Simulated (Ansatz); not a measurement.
`C[SiH2]C` → `[CH3]`• + `C[SiH2]`• at 600 K and 1 bar (homolysis of the C–Si bond).

Program: Ansatz. Geometries: PBE0-D4/def2-TZVP. ΔE: electronic, gas phase. CCSD(T)/CBS adds triple-zeta CCSD(T) − MP2 to the extrapolated MP2 energy (def2 sets, frozen cores). This one scheme is used for every species. Open shells (•) are unrestricted, without spin–orbit coupling.

```json
{"species": "`C[SiH2]C`", "CCSD(T)/CBS energy (Eh)": "-370.01595", "H − E (kJ/mol)": "290.4", "S (J/(mol·K))": "379.7"}
{"species": "`[CH3]`•", "CCSD(T)/CBS energy (Eh)": "-39.78218", "H − E (kJ/mol)": "101.9", "S (J/(mol·K))": "224.9"}
{"species": "`C[SiH2]`•", "CCSD(T)/CBS energy (Eh)": "-330.08288", "H − E (kJ/mol)": "171.8", "S (J/(mol·K))": "322.3"}
```

H − E and S are ideal-gas, rigid-rotor, harmonic terms from PBE0-D4/def2-TZVP, with the whole ground term of open shells counted as degenerate. 1 Eh = 2625.50 kJ/mol, R = 8.31446 J/(mol·K).

**Question.** By hand: ΔE, ΔH, ΔS and ΔG.

**Answer.** ΔE = (-39.78218) + (-330.08288) − (-370.01595) = 0.15089 Eh = 396.2 kJ/mol. Δ(H − E) = 101.9 + 171.8 − 290.4 = -16.7, so ΔH = 379.5 kJ/mol. ΔS = 224.9 + 322.3 − 379.7 = 167.5 J/(mol·K). ΔG = 379.5 − 600 × (167.5)/1000 = 279.0 kJ/mol.

**Question.** By hand: the equilibrium constant, and the temperature at which ΔG would vanish if ΔH and ΔS stayed fixed.

**Answer.** log₁₀ K = −ΔG/(RT ln 10) = -24.3. ΔG = 0 at ΔH/ΔS = 2266 K.

The number of gas molecules changes by +1, which sets the sign of ΔS. A doubt of 5 kJ/mol in ΔE shifts log₁₀ K by 0.4 here. These are equilibria of isolated gas molecules and say nothing of rates. Largest T1 diagnostic: 0.012 (customary marks: 0.02 for closed shells, 0.045 for open ones).
